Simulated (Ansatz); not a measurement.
HAl–PH⁺, doublet: reading a ladder of total energies

Geometry: that of the HAl–PH, singlet, kept fixed.

```xyz
4

Al    0.0000    0.0033    1.1038
P     0.0000    0.0453   -1.0264
H     0.0000   -0.1169    2.6818
H     0.0000   -1.3656   -0.6878
```

Basis 6-31G; Ansatz 0.2.0. Only valence electrons are correlated (noble-gas cores frozen), which leaves 9 electrons in 20 orbitals. R marks a restricted (for open shells ROHF) determinant, U an unrestricted one.

Full CI is exact within this basis and frozen core; it isn't the basis-set limit. The frozen core follows each run's orbitals, which can shift R against U totals by a few meV.

Runs differ by some tens of microhartree through their thresholds and, for an open shell, their frozen cores, so steps under 0.1 kcal/mol mean nothing.

| level | total energy (hartree) |
| --- | --- |
| UHF | -583.423919 |
| UMP2 | -583.494755 |
| UCCSD | -583.517799 |
| UCCSD(T) | -583.519956 |
| UCCSDT | -583.520705 |
| UCCSDT(Q) | -583.520842 |
| UCCSDTQ | -583.520852 |
| full CI | -583.520850 |

Task: What is the correlation energy at full CI, and what share of it do UMP2 and UCCSDT recover?

Result: E(corr) = -583.520850 − (-583.423919) = -0.096931 hartree = -2.638 eV. UMP2: -0.070836 / -0.096931 = 73.08 %. UCCSDT: -0.096786 / -0.096931 = 99.85 %.

Task: By how many kcal/mol does UCCSD(T) miss full CI (1 hartree = 627.509 kcal/mol), and which steps make up the rest?

Result: -583.519956 − (-583.520850) = 0.000894 hartree = 0.56 kcal/mol. Steps: UCCSDT − UCCSD(T) = -0.47, UCCSDT(Q) − UCCSDT = -0.09, UCCSDTQ − UCCSDT(Q) = -0.01, full CI − UCCSDTQ = 0.00 kcal/mol. That is within 1 kcal/mol of the reference in this basis, which itself misses far more of the correlation at the basis-set limit.
